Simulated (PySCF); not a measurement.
# Beryllium: a sound run and one with changed settings

Sound run: Be [He] 2s2, Be+ [He] 2s1. Computed with PySCF 2.14 in pcseg-2 (4s2p1d, 15 functions), with no relativity, point nucleus. In the sound run the correlated levels freeze 1s2. The sound run starts from symmetry-adapted Hartree-Fock orbitals and uses a fine grid where one is needed.

A second run was set up differently.

| species | method | sound run (hartree) | changed run (hartree) | converged |
| --- | --- | --- | --- | --- |
| Be | MP2 | -14.59414 | -14.59513 | yes |
| Be | CCSD(T) | -14.61238 | -14.61319 | yes |
| Be+ | MP2 | n/a | -14.27609 | yes |
| Be+ | CCSD(T) | n/a | -14.27617 | yes |

Ionisation energy of Be:

```csv
method,sound run (eV),changed run (eV)
UHF,8.022,8.022
MP2,8.674,8.681
SCS-MP2,8.805,8.813
CCSD,9.171,9.169
CCSD(T),9.171,9.171
```

(1) What was changed?
A. all electrons correlated in a valence basis
B. too few SCF iterations
C. level shift left on
D. a valence shell is frozen

Results:

(1) A. A valence basis has no tight correlating functions, so it recovers only part of the core correlation, and not evenly between atom and ion.
